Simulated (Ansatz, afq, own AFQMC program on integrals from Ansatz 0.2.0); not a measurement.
Two steps: Ansatz 0.2.0 writes the Fock matrix and Cholesky factors of the valence space, and afq projects on them the lowest state that overlaps trial and start.

```yaml
crystal:
  periodic: [false, false, false]
  atoms:
    - {symbol: B, position_ang: [0.000000, 0.000000, 0.000000]}
    - {symbol: N, position_ang: [0.000000, 0.000000, 1.261538]}
basis:
  gaussian: {orbitals: 6-31G}
magnetization: {spin_polarized: true, initial_magnetization: 0}
correlation: {method: ccsd_t, electrons: outside_noble_gas, hamiltonian_folder: ham}
```

```sh
$ ansatz run in.yaml --threads 1 --pin off --events-out ev --progress --plain --max-ram 24576MiB --backend cuda --devices 0, --max-vram 18GiB
```

Options of the walk:

```
--method phaseless --trial cisd --walkers 4000 --populations 20 --least-time 60 --time-step 0.005 --steps-per-block 50 --equilibration-blocks 28 --max-blocks 4000 --target-error 0.00017 --factor-cut 1e-05 --start spin_pure --seed 8658 --release-times 0.24,0.51,0.99,1.62,2.4 --release-step 0.03 --release-every 3 --taylor-order 6
```

Times are imaginary, in 1/Eh. The walk had a cap of 122 s. With eight or more populations the least sampling time is a fifth of least-time, and the error comes from their spread.

Output of the walk:

```
orbitals 16  electrons 4 4  factors 93 of 258
reference energy -78.94187351 Eh
CCSD correlation -0.14816913 Eh in 17 cycles, weight of the determinant in the CISD state 0.7123
energy of the start -79.043058 Eh
 block  time / (1/Eh)  mean weight  energy / Eh
     1     0.250  1.0002  -79.065852
     2     0.500  1.0004  -79.078140
     3     0.750  1.0002  -79.086908
     4     1.000  1.0002  -79.092427
     5     1.250  1.0001  -79.095278
     8     2.000  1.0000  -79.100787
    15     3.750  0.9999  -79.104687
    36     9.000  1.0001  -79.103479
    57    14.250  1.0001  -79.105811
    78    19.500  1.0001  -79.104111
    99    24.750  1.0000  -79.105759
   120    30.000  1.0000  -79.101572
   141    35.250  0.9999  -79.102945
   162    40.500  0.9997  -79.101468
   176    44.000  0.9999  -79.099813
   183    45.750  0.9998  -79.104245
   204    51.000  1.0001  -79.104373
   225    56.250  0.9999  -79.103540
   246    61.500  0.9998  -79.104351
   267    66.750  1.0002  -79.102842
   288    72.000  0.9999  -79.103436
   302    75.500  0.9998  -79.102466
error from the spread of 20 populations
released: time / (1/Eh)  energy / Eh  error  mean overlap
  0.24  -79.104825  0.000135  0.9992
  0.51  -79.105392  0.000131  1.0003
  0.99  -79.106219  0.000160  1.0008
  1.62  -79.029205  0.077767  1.0031
  2.40  -79.107232  0.000225  1.0086
energy -79.103676 +/- 0.000201 Eh
(rows thinned)
```

The run passed its tests (sampling time, drift between the halves within three errors, error under three times the target), which doesn't prove that it has relaxed, ending at its cap on processor time.

Against this walk (error 5.5 meV) on the same determinant: CCSD(T) 190.8 meV higher, CCSDT(Q) 132.4 meV lower, CCSDTQ 115.4 meV lower, full CI 125.5 meV lower. The error is statistical and leaves out the bias of the constraint. The determinant has ⟨S²⟩ = 1.35, so the low cluster orders mix in higher spin, while the walk starts as a pure singlet. The released energies have errors that jump between times, so the bars are unsure (meV from the phaseless value at times in 1/Eh: -31 ± 4 at 0.24, -47 ± 4 at 0.51, -69 ± 4 at 0.99, 2026 ± 2116 at 1.62, -97 ± 6 at 2.40), so they give no level; they do show a bias of the constraint, and the last of them that isn't too noisy lies 29 meV above full CI. Full CI is exact here, so the walk's 125 meV above it is the walk's own error: the bias of the constraint with this trial. The determinant is a poor start (see the cautions), so the low cluster orders aren't to be relied on, and full CI is the sure value.

Cautions: constraint bias not in the error; error above the target (5.5 against 4.6 meV); the search met a lower determinant of the same kind, perhaps of another symmetry (130 meV lower); strong correlation (T1 0.101, weight of the determinant 0.71, largest double 0.21); (Q) is large, 113 meV, so the cluster series hasn't closed; unrestricted determinant spin contaminated (⟨S²⟩ 1.35 against 0.00); CCSD(T) is in doubt: in a space of 8 electrons in 8 natural orbitals full CI lies 268 meV below it; the CCSDTQ amplitudes may be one of several solutions (largest double 0.53).

The walk took 2 min on 1 × NVIDIA H100 80GB HBM3 with 2 threads of AMD EPYC 7R13 Processor (Zen 3), on a shared host (the card was shared). The log's last line is the phaseless energy.

CCSDT and higher add their correlation energy to the determinant of the CCSD(T) run, since their own runs factorise the integrals more tightly (a shift of under 2 meV). A walk keeps the symmetry of its determinant, which the program's search chose and which needn't be the lowest solution, so a lower state of the same spin and another symmetry isn't excluded.
